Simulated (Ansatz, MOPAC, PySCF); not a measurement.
System: SiH3 (charge 0, doublet). SMILES: [SiH3]
Coordinates optimised at B3LYP-D3(BJ)/def2-TZVP (Ansatz, a quantum-chemistry and plane-wave program):
```xyz
4

Si    -0.0021     0.0010     0.0803
H      0.0008     1.4066    -0.3921
H      1.2360    -0.7020    -0.3341
H     -1.2075    -0.7183    -0.3975
```
Charge 0, spin multiplicity 2.

Wanted: vertical ionisation energy to the singlet, in eV. Terms: non-relativistic; open shells spin-unrestricted; each state is the SCF solution reached for its charge and spin; spin-orbit terms left out; no dispersion term unless named. First-principles rows: single points at B3LYP-D3(BJ) geometries (Ansatz). Semi-empirical rows: differences of heats of formation at the shared geometry for vertical values.

| species | coefficient | E at B3LYP/STO-3G (Ansatz), Eh | E at M06-2X/def2-TZVPD (PySCF), Eh | heat of formation at MNDO (MOPAC), kcal/mol |
|---|---|---|---|---|
| charge 1, singlet | +1 | -287.60442 | -290.88138 | 217.62 |
| charge 0, doublet | -1 | -287.85263 | -291.20615 | 44.10 |

Measured values: CCCBDB table in ASE; they hold spin-orbit and core effects.  Value to compare with, the measured value: 8.74 eV. 1 Eh = 27.2114 eV and 1 eV = 23.0605 kcal/mol.

Question: Work the quantity out at each level, and compare with the measured value.

Answer: 
- B3LYP/STO-3G: the sum of coefficient times E is 0.24821 Eh, or 6.754 eV. Result: 6.75 eV. Its error against the measured value is -1.99 eV.
- M06-2X/def2-TZVPD: the sum of coefficient times E is 0.32477 Eh, or 8.837 eV. Result: 8.84 eV. Its error against the measured value is 0.10 eV.
- MNDO: the sum of coefficient times heat of formation is 173.52 kcal/mol, or 7.52 eV. Its error against the measured value is -1.22 eV.
